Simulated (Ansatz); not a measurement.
Born–Oppenheimer molecular dynamics of AlH₆NSi (9 atoms, charge 0, multiplicity 1). It starts from a relaxed structure.

Method: Ansatz, RKS PBE-D4/def2-SVP.

| Quantity | Value |
| --- | --- |
| ensemble | NVT, Nosé–Hoover chain |
| time step | 0.5 fs |
| steps asked | 150 |
| set temperature | 200 K |
| thermostat | time constant 20 fs, chain length 5 |
| seed | 377853 |

First frame:

```xyz
9
Properties=species:S:1:pos:R:3
N -1.198 0.835 -0.762
Si 0.496 0.534 -0.383
Al 0.516 -1.287 1.274
H -1.760 0.026 -1.044
H -1.424 1.629 -1.369
H 1.047 1.819 0.189
H 1.416 0.217 -1.557
H 1.694 -1.475 2.349
H -0.698 -2.345 1.285
```

What does the run give?

All steps were run.

```json
{
  "steps done": "150",
  "time covered": "75 fs",
  "mean temperature over the second half": "199 K",
  "spread of the potential energy over the second half": "4.7 meV per atom",
  "mean potential energy of the second half above the start": "17.9 meV per atom"
}
```

The conserved energy stayed within 0.2 meV per atom of its start (net change 0.12 meV per atom), so the integration is sound. A run of 0.075 ps of so small a system gives no equilibrium averages.

What happens to the structure?

The same pairs are bonded in the first frame and the last. Pairs count as bonded within 1.25 times the sum of covalent radii (0.12 Å more for H–H). Another seed would give other details.

How do temperature and energy run in time?


| time (fs) | T (K) | potential energy less start (eV) | conserved less start (meV/atom) |
| --- | --- | --- | --- |
| 0.0 | 200 | 0.000 | 0.00 |
| 3.5 | 143 | 0.053 | 0.06 |
| 7.0 | 104 | 0.091 | 0.11 |
| 10.5 | 107 | 0.093 | 0.06 |
| 14.0 | 125 | 0.083 | 0.03 |
| 17.5 | 173 | 0.055 | 0.08 |
| 21.0 | 178 | 0.076 | 0.14 |
| 24.5 | 195 | 0.083 | 0.08 |
| 28.0 | 168 | 0.127 | 0.05 |
| 31.5 | 99 | 0.204 | 0.14 |
| 35.0 | 156 | 0.166 | 0.15 |
| 38.5 | 238 | 0.106 | 0.05 |
| 42.0 | 273 | 0.084 | 0.04 |
| 45.5 | 228 | 0.129 | 0.14 |
| 49.0 | 137 | 0.212 | 0.16 |
| 52.5 | 171 | 0.182 | 0.09 |
| 56.0 | 194 | 0.165 | 0.10 |
| 59.5 | 196 | 0.168 | 0.16 |
| 63.0 | 259 | 0.115 | 0.11 |
| 66.5 | 201 | 0.168 | 0.09 |
| 70.0 | 163 | 0.203 | 0.09 |
| 73.5 | 156 | 0.212 | 0.12 |

Time of the run: 3.8 min on 1 thread of Arm Neoverse V1, with other jobs on the host, peak memory 0.097 GiB.
